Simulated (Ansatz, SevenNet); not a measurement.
Rock-salt SrO, cohesive energy

Reference value: 5.23 ± 0.03 eV/atom (derived here from tabulated measurements, copied from a table, unchecked, brought to a static lattice with a Debye model, atoms in their spin–orbit ground levels; inputs from the CRC Handbook).

```json
[
 {"level (code)": "SevenNet-0 (SevenNet)", "value (eV/atom)": "4.89", "cell (Å³/atom)": "17.66", "error (eV/atom)": "-0.34"},
 {"level (code)": "LDA (Ansatz)", "value (eV/atom)": "5.93", "cell (Å³/atom)": "16.23", "error (eV/atom)": "+0.70"},
 {"level (code)": "PBE (Ansatz)", "value (eV/atom)": "5.09", "cell (Å³/atom)": "17.52", "error (eV/atom)": "-0.14"},
 {"level (code)": "r²SCAN (Ansatz)", "value (eV/atom)": "5.29", "cell (Å³/atom)": "17.17", "error (eV/atom)": "+0.06"},
 {"level (code)": "HSE06 (Ansatz)", "value (eV/atom)": "4.91", "cell (Å³/atom)": "17.11", "error (eV/atom)": "-0.32"}
]
```

Leaving aside SevenNet-0, which can be fitted to such values or carry a doubt: Nearest, and too close to rank with a margin of 0.10 eV/atom (twice that across the reference) picked here for doubts on the reference and the settings: r²SCAN (+0.06 eV/atom), PBE (-0.14 eV/atom). Farthest off: LDA (+0.70 eV/atom). Within 0.5 eV/atom: PBE, r²SCAN, HSE06. The least costly first-principles kind among them: DFT without exact exchange (PBE, r²SCAN).

SevenNet-0: free atoms can lie outside what these potentials were trained on. Each level is taken at its own relaxed cell. Cutoffs and k meshes differ between the levels. Ansatz's density-functional and Hartree–Fock values are scalar-relativistic unless marked +SOC, with PAW data made under PBE.

Machine-learned potentials (SevenNet-0) are trained on DFT data, which may include these solids.

Differences are worked out from the printed values.

Ansatz is a quantum-chemistry and plane-wave program.
